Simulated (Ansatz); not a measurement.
cyclo-(PH)3 (P3H3) was relaxed with PBE0-D4 (def2-TZVP) in Ansatz in these states: charge +1 doublet, neutral singlet. The geometries follow in no particular order.

A:

```xyz
6

P     0.2581   -0.6953    0.9486
P    -1.0165   -0.1092   -0.6362
P     0.4972    1.3544    0.1010
H     1.1613   -1.5488    0.2646
H    -0.4361   -0.8142   -1.7217
H    -0.4640    1.8131    1.0437
```

B:

```xyz
6

P     0.459   -0.845    0.889
P     0.333   -0.239   -1.243
P    -1.150    0.495    0.208
H     1.276    0.233    1.326
H     1.131    0.933   -1.136
H    -2.049   -0.578   -0.044
```

Question: Judge from the bond lengths which geometry belongs to which state (an estimate).

Answer: A is the charge +1 doublet (P1–P2 2.117 Å, P2–P3 2.231 Å, P1–P3 2.231 Å); B is the neutral singlet (P1–P2 2.220 Å, P2–P3 2.202 Å, P1–P3 2.202 Å).
